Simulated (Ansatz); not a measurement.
## Ansatz (development build ahead of 0.2.0) run

```yaml
crystal:
  periodic: [false, false, false]
  atoms:
    - { symbol: "N", position_ang: [0.03703, -0.01927, -1.02312] }
    - { symbol: "N", position_ang: [-0.03352, 0.00419, -0.03225] }
    - { symbol: O, position_ang: [-0.03401, 0.00142, 0.91358] }
basis:
  gaussian: { orbitals: def2-SVP }
hamiltonian:
  xc: hf
```

The input is written out in the form of the current development build from the run's settings.

Output:

- Converged: yes
- Total energy: -183.33207 hartree
- Spin squared of the determinant: 0.000

Caution: no unrestricted run beside it, a lower state can exist.
